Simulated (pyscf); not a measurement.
H₂Al–PH₂ + H₂O → PH₃ + HO–AlH₂ (four-centre exchange; singlet surface; Al–P, H–O broken, H–P, Al–O formed). PySCF, gas phase, ωB97X-D3(BJ)/def2-SVP geometries. Correlated levels are frozen-core, on RHF or UHF. ΔMP2 is the change of the MP2 total energy from the triple- to the quadruple-zeta basis. Energies in kcal/mol from the separated reactants.

| level | barrier | reaction energy |
|---|---|---|
| ωB97X-D3(BJ)/def2-TZVP | -6.9 | -20.4 |
| PBE/def2-TZVP | -8.6 | -20.5 |
| B3LYP-D3(BJ)/def2-TZVP | [?] | -23.9 |
| M06-2X/def2-TZVP | -7.0 | -24.7 |
| ωB97M-D3(BJ)/def2-TZVP | -5.0 | -24.0 |
| CCSD/def2-TZVPP | -0.9 | -22.9 |
| CCSD(T)/def2-TZVPP + ΔMP2(QZVPP) | [?] | [?] |

Complete the blanks.


- B3LYP-D3(BJ)/def2-TZVP, barrier: -6.8
- CCSD(T)/def2-TZVPP + ΔMP2(QZVPP), barrier: -3.1
- CCSD(T)/def2-TZVPP + ΔMP2(QZVPP), reaction energy: -21.9

Of the functionals in the table, ωB97M-D3(BJ) is closest to CCSD(T)/def2-TZVPP + ΔMP2(QZVPP) in the barrier (1.9 kcal/mol apart) and PBE least close (5.5 kcal/mol); that level has limits of its own. On the reactant side the descent ends in an adduct with a Al–O contact, 22.7 kcal/mol under the separated species and 15.8 kcal/mol under the saddle at ωB97X-D3(BJ)/def2-TZVP. On the product side the descent ends in an adduct with a Al–P contact, 15.4 kcal/mol under the separated species and 28.8 kcal/mol under the saddle at ωB97X-D3(BJ)/def2-TZVP. At ωB97X-D3(BJ), PBE, B3LYP-D3(BJ), M06-2X, ωB97M-D3(BJ), CCSD, CCSD(T) the saddle lies under the separated reactants, which points to a path from their complex (located at ωB97X-D3(BJ) alone). What is counted as formed (Al–O) is already present as a longer contact in the reactant adduct; forming that adduct is a step of its own. What is counted as broken (Al–P) persists as a longer contact in the product adduct; parting that adduct is a step of its own. This is the saddle that the search found; another between the same sides may lie lower. The CCSD(T) − MP2 part came from Ansatz, without density fitting, on the same reference.
